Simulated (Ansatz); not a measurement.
Zinc-blende CdTe, treated with r²SCAN in Ansatz (plane waves, PAW).

The same calculation (at the measured cell, 34.012 Å³/atom) with different numerical settings:

| run | k mesh | gap on the mesh (eV) | total energy (eV/atom) |
|---|---|---|---|
| 1 | 4×4×4 | 1.271 | -7632.0388 |
| 2 | 6×6×6 | 1.279 | -7632.0634 |
| 3 | 8×8×8 | 1.280 | -7632.0654 |
| 4 | 12×12×12 | 1.281 | -7632.0657 |
| 5 | 16×16×16 | 1.281 | -7632.0657 |
| 6 | 20×20×20 | 1.281 | -7632.0657 |

In the column total energy (eV/atom) the first row differs from the last by +0.0269 and the next to last by 0.0000.

The last row is no converged limit: other settings stay fixed.

Spin–orbit coupling is not included.

Ansatz is a quantum-chemistry and plane-wave program.
